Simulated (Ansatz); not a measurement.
# CH2AlN: taking an electron away

How much energy removes an electron from CH2AlN at fixed geometry? The cation is run at each level and the neutral's energy taken from earlier runs.

Method: unrestricted cation, the program's frozen cores in correlated methods; program: Ansatz 0.2.0, Gaussian basis.

The runs, in order: UKS PBE-D4/def2-TZVPP; UKS r2SCAN-D4/def2-TZVPP; UKS PBE0-D4/def2-TZVPP; UKS B3LYP-D4/def2-TZVPP; UKS wB97X-V/def2-TZVPP; UKS wB97M-V/def2-TZVPP; UKS B2PLYP/def2-TZVPP; UHF-CCSD(T)/def2-TZVPP; UHF-MP2/def2-QZVPP; extrapolation to the limit; then −ε(HOMO) from the neutral's earlier runs with LDA (SPW92), PBE-D4, revPBE-D4, BLYP-D4, r2SCAN-D4, B97M-V, PBE0-D4, B3LYP-D4, r2SCANh-D4, r2SCAN0-D4, HSE06-D4, BHLYP-D4, CAM-B3LYP-D4, LC-ωPBE, ωB97X-V, ωB97M-V.

## (1) The relaxed structure

All runs share one geometry, relaxed beforehand with PBE0-D4/def2-TZVP.

SMILES `N#[C][AlH2]`, 5 atoms, charge 0, spin multiplicity 1.

Atoms are counted from 1 here; the program's logs count them from 0.

Bond lengths: N1–C2 1.154 Å, C2–Al3 1.938 Å, Al3–H4 1.572 Å, Al3–H5 1.572 Å. Angles: N1–C2–Al3 180.0°, C2–Al3–H4 117.0°, C2–Al3–H5 117.0°, H4–Al3–H5 126.1°.

## (2) Cation, UKS PBE-D4/def2-TZVPP

Input file in.yaml:

```yaml
crystal:
  periodic: [false, false, false]
  atoms:
    - {symbol: N, position_ang: [1.382347, -1.346021, 1.394164]}
    - {symbol: C, position_ang: [0.714170, -0.697950, 0.711820]}
    - {symbol: Al, position_ang: [-0.407215, 0.389972, -0.434569]}
    - {symbol: H, position_ang: [-1.629710, -0.322860, -1.120219]}
    - {symbol: H, position_ang: [-0.009693, 1.903159, -0.592597]}
basis:
  gaussian: {orbitals: def2-TZVPP}
total_charge: 1
magnetization: {spin_polarized: true, initial_magnetization: 1}
hamiltonian: {xc: pbe, dispersion: d4}
```

The runs that follow: Cation, UKS r2SCAN-D4/def2-TZVPP; Cation, UKS PBE0-D4/def2-TZVPP; Cation, UKS B3LYP-D4/def2-TZVPP; Cation, UKS wB97X-V/def2-TZVPP; Cation, UKS wB97M-V/def2-TZVPP; Cation, UKS B2PLYP (frozen core)/def2-TZVPP; Cation, UHF-CCSD(T)/def2-TZVPP; Cation, UHF-MP2/def2-QZVPP.

**Question.** What will the summary of the whole plan be? Wanted: ionisation energy, CCSD(T)/def2-TZVPP; nearest functional by difference; nearest −ε(HOMO); −ε(HOMO) of PBE; T1 of the cation.

The runs gave:

| quantity | value |
| --- | --- |
| ionisation energy, CCSD(T)/def2-TZVPP | 12.11 eV |
| nearest functional by difference | ωB97X-V (-0.16 eV) |
| nearest −ε(HOMO) | LC-ωPBE (-0.03 eV) |
| −ε(HOMO) of PBE | 7.95 eV |
| T1 of the cation | 0.154 |

**Reading.** Energy differences with functionals land within 0.96 eV of the reference. −ε(HOMO) of PBE misses by 4.2 eV, since self-interaction lifts the level. Among orbital estimates LC-ωPBE comes nearest. Hartree-Fock falls 1.11 eV short, as the neutral has more correlation energy than the cation. The cation's T1 (from the report) is 0.154, above the customary mark of 0.045 for open shells, so the coupled-cluster value is less safe. The cation may have settled in a state other than its lowest; no search over hole states beyond the program's own was made.
